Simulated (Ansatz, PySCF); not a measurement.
fluoroethene (C2H3F), SMILES C=CF. Atoms are numbered in the order given.

```xyz
6

C      0.1987    -1.1771     0.0000
C     -0.4335    -0.0213     0.0000
F      0.2233     1.1553     0.0000
H      1.2783    -1.2323     0.0000
H     -0.3725    -2.0935     0.0000
H     -1.5067     0.1184     0.0000
```

Coordinates come from a B3LYP-D3(BJ)/def2-TZVP optimisation.

Vertical ionisation energy (IE) and electron affinity (EA) in eV. Rows of orbital energies are one-electron estimates. Where ΔSCF, EOM or ADC give a negative EA the extra electron is unbound and the value depends on the basis.

| level | IE | EA |
|---|---|---|
| −ε(HOMO), −ε(LUMO), r2SCAN/def2-TZVPD (PySCF) | 6.78 | 0.63 |
| −ε(HOMO), −ε(LUMO), PBE/def2-TZVPD (PySCF) | 6.56 | 0.92 |
| ADC(2)/aug-cc-pVDZ (PySCF) | 9.99 | -0.82 |
| ΔSCF, CAM-B3LYP/def2-TZVPD (Ansatz), final states of multiplicity 2 and 2 | 10.52 | -1.61 |
| ΔSCF, PBE/def2-TZVPD (Ansatz), final states of multiplicity 2 and 2 | … | … |

Question: Complete the blanks. (The exact figures need the calculation; the answer reports its results.)

Answer: 
- ΔSCF, PBE/def2-TZVPD (Ansatz, a quantum-chemistry and plane-wave program), final states of multiplicity 2 and 2, IE: 10.42
- ΔSCF, PBE/def2-TZVPD (Ansatz), final states of multiplicity 2 and 2, EA: -1.41

Question: What vertical singlet–triplet gap does ΔSCF give with CAM-B3LYP/def2-TZVPD (Ansatz) and with PBE/def2-TZVPD (Ansatz)? (The exact figures need the calculation; the answer reports its results.)

Answer: 4.49 and 4.56 eV (triplet above singlet where positive).

Computed lowest 1s main lines (those of the lightest heavy element) from CVS-ADC(2)-x/aug-cc-pVDZ (PySCF, non-relativistic), with pole strengths:
292.1 eV (1.49), 294.6 eV (1.47).

Question: Beyond the first one, list the lowest photoelectron lines from PySCF with ADC(2)/aug-cc-pVDZ with their pole strengths (two spins summed). (Estimate from the structure and the level; the computed values follow.)

Answer: 12.60 eV (1.75), 14.12 eV (1.80), 14.85 eV (1.73), 16.07 eV (1.76), 17.20 eV (1.73).
